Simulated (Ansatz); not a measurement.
Two shapes of singlet SiH2.

Shape 1:

```xyz
3

Si    0.0000    0.0000   -0.1234
H     0.0000    1.0085    0.8640
H     0.0000   -1.0085    0.8640
```

Shape 2:

```xyz
3

Si    0.0000    0.0000   -0.1449
H     0.0000    1.1839    1.0142
H     0.0000   -1.1839    1.0142
```

Basis set: cc-pVTZ (spherical functions). Left uncorrelated: 5 orbitals. Charge 0, multiplicity 1.

Computed with Ansatz (development build ahead of 0.2.0); each method stands on the lowest determinant of its kind that the runs found.

Problem. Which shape is lower in energy, and by how much in each method?

Solution.

```
 method  E(2) − E(1) (eV)
    RHF             0.072
RHF-MP2             0.062
```

Shape 1 is lower.
